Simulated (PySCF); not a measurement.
From results back to the method.

P4.
InChI=1S/P4/c1-2-3(1)4(1)2

The closed-shell ground state was solved 3 times with PySCF (density fitting, gas phase), always with PBE0, in these basis sets: IGLO-III, pcSseg-0 and pcSseg-3. Isolated species at its PBE0-D3(BJ)/def2-SVP geometry, gas phase.

```json
{"row": "P", "total energy (Eh)": "-1365.0511", "HOMO (eV)": "-7.61", "LUMO (eV)": "-0.84"}
{"row": "Q", "total energy (Eh)": "-1364.9921", "HOMO (eV)": "-7.58", "LUMO (eV)": "-0.68"}
{"row": "R", "total energy (Eh)": "-1363.2558", "HOMO (eV)": "-8.79", "LUMO (eV)": "-1.52"}
```

Problem. Which basis belongs to which row?

Solution. P = pcSseg-3, Q = IGLO-III, R = pcSseg-0. From the lowest total energy up: pcSseg-3 (304 functions) 0 eV; IGLO-III (176 functions) +1.61 eV; pcSseg-0 (52 functions) +48.85 eV.
